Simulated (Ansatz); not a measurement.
# bcc Nb

Computed with HSE06 (PAW; Ansatz, a quantum-chemistry and plane-wave program).

Settings: plane-wave cutoff 500 eV, 6×6×1 k mesh (along the axes of the cell as run), Fermi–Dirac smearing 0.1 eV, scalar-relativistic PAW data made under PBE.

Cell: relaxed with r²SCAN.

surface energy of the (111) face: 2.51 J/m²
work function of the (111) face: 3.84 eV

Note: exact exchange on metals is sensitive to the k mesh and can open a false gap.

The slab of 12 atoms is relaxed and unreconstructed.

The computed numbers hold no vibrational or temperature effects.
